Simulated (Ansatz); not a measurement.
# SiH (doublet): wave-function methods side by side, cc-pVTZ

How much of the correlation energy of SiH (doublet) does each wave-function method recover here?

Method: cc-pVTZ, core rule «outside noble gas», up to 5 orbitals frozen; program: Ansatz 0.2.0, Gaussian basis.

To be run: UHF; CCSD(T) on ROHF; CCSD(T) on UHF; BCCD(T) on ROHF; CISD; CCSDT(Q) on ROHF; CCSDT(Q) on UHF; CASSCF and MRCISD+Q, 5 electrons in 5 orbitals; CASSCF and NEVPT4(SD), 5 electrons in 5 orbitals; CASSCF and NEVPT2, 5 electrons in 5 orbitals; Full CI.

20 further runs of the same task are left out: 3 for a known fault of the program, 6 that didn't finish, 11 set aside as unsound or not needed.

**1. The geometry**

The geometry is a PBE0/def2-TZVP stationary point (not a proven minimum) of the parent state, kept for this charge and spin.

2 atoms, charge 0, spin multiplicity 2.

Atoms are counted from 1 here; the program's logs count them from 0.

Bond lengths: Si1–H2 1.500 Å.

**2. UHF**

The input, in.yaml:

```yaml
crystal:
  periodic: [false, false, false]
  atoms:
    - {symbol: Si, position_ang: [0.000000, 0.000000, 0.000000]}
    - {symbol: H, position_ang: [0.000000, 0.000000, 1.499536]}
basis:
  gaussian: {orbitals: cc-pVTZ}
magnetization: {spin_polarized: true, initial_magnetization: 1}
hamiltonian: {xc: hf}
output: {orbitals: {seedname: orbitals}}
```

Command:

```bash
ansatz run in.yaml --threads 1 --pin off --events-out ev --progress --plain --max-ram 2393MiB
```

The runs that follow: CCSD(T) on ROHF; CCSD(T) on UHF; BCCD(T) on ROHF; CISD; CCSDT(Q) on ROHF; CCSDT(Q) on UHF; CASSCF and MRCISD+Q, 5 electrons in 5 orbitals; CASSCF and NEVPT4(SD), 5 electrons in 5 orbitals; CASSCF and NEVPT2, 5 electrons in 5 orbitals; Full CI.

Before running them: what should the planned runs give, taken together? Wanted: FCI below the RHF energy; RMP2 from FCI; UMP2 from FCI; RCCSD from FCI; RCCSD(T) from FCI; UCCSD(T) from FCI; RCCSDT(Q) from FCI; UCCSDT(Q) from FCI; NEVPT2 valence from FCI.

As calculated:

| quantity | value |
| --- | --- |
| FCI below the RHF energy | -3.0821 eV |
| RMP2 from FCI | +16.94 kcal/mol |
| UMP2 from FCI | +17.43 kcal/mol |
| RCCSD from FCI | +2.53 kcal/mol |
| RCCSD(T) from FCI | +0.54 kcal/mol |
| UCCSD(T) from FCI | +0.53 kcal/mol |
| RCCSDT(Q) from FCI | +0.01 kcal/mol |
| UCCSDT(Q) from FCI | -0.01 kcal/mol |
| NEVPT2 valence from FCI | +14.59 kcal/mol |
| NEVPT4(SD) valence from FCI | +2.45 kcal/mol |
| MRCISD+Q valence from FCI | +0.07 kcal/mol |
| levels within 1 kcal/mol (43 meV) | RCCSD(T), UCCSD(T), BCCD(T), RCCSDT, UCCSDT, RCCSDT(Q), UCCSDT(Q), MRCISD+Q valence |
| T1 diagnostic | 0.023 |
| effectively unpaired electrons | 1.07 |

What this shows: RCCSD(T) misses by +0.54 kcal/mol, 0.8 % of the correlation energy. One determinant dominates. Of the multireference levels listed MRCISD+Q valence comes nearest in total energy (+0.07 kcal/mol), which doesn't show that its space is the better one. These misses are within one basis, not against nature; the frozen cores of restricted and unrestricted runs differ, which can shift their rows.
